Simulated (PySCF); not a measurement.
Gas-phase reaction: 5 c-Si3H6 → 6 Si2H5 + 3 Si

Computed with PySCF (xtb for GFN2) and rigid-rotor harmonic-oscillator thermochemistry at 1 bar. † marks an energy on the PBE0/def2-TZVP geometry and frequencies; other levels use their own. MP2 and CCSD(T) freeze the core. Open shells (unrestricted): Si2H5 (multiplicity 2), Si (multiplicity 3, electronic degeneracy 9); the rest are closed-shell singlets. GFN2 has no spin-polarisation term. Spin-orbit splitting is ignored; it lowers the true energy and changes the entropy of Si. c-Si3H6, Si2H5: computed as isolated molecules; such fragments, hydroxides, amides, oligomers or adducts are transient or little studied in the gas. MP2 isn't extrapolated to the basis-set limit; its ΔH°(298 K) is 1269.7 kJ in def2-SVP and 1387.7 kJ in def2-TZVPP. CCSD(T) isn't extrapolated to the basis-set limit; its ΔH°(298 K) is 1229.0 kJ in def2-SVP and 1345.0 kJ in def2-TZVPP. The harmonic model lacks anharmonicity and excited electronic states, which grow with temperature; levels with a mode under 35 cm⁻¹ are left out. Internal rotation in Si2H5 is treated as a harmonic vibration of one conformer, which makes the entropy rough.

```
level                ΔE electronic, kJ  ΔH°(298 K), kJ  ΔS°(298 K), J/K  ΔG°(2500 K), kJ
-------------------  -----------------  --------------  ---------------  ---------------
CCSD(T)/def2-SVP†                 1240            1229              720             -489
CCSD(T)/def2-TZVPP†               1356            1345              720             -373
GFN2-xTB                           980             982              688             -629
HF/def2-TZVP†                      740             729              720             -989
MP2/def2-TZVPP†                   1398            1388              720             -331
PBE0/def2-TZVP                    1446            1436              720             -283
r2SCAN/def2-TZVP†                 1437            1427              720             -292
ωB97X-V/def2-TZVP†                1500            1489              720             -229
```
ΔH° is lowest at HF/def2-TZVP† and highest at ωB97X-V/def2-TZVP†. No reference value is set beside these.
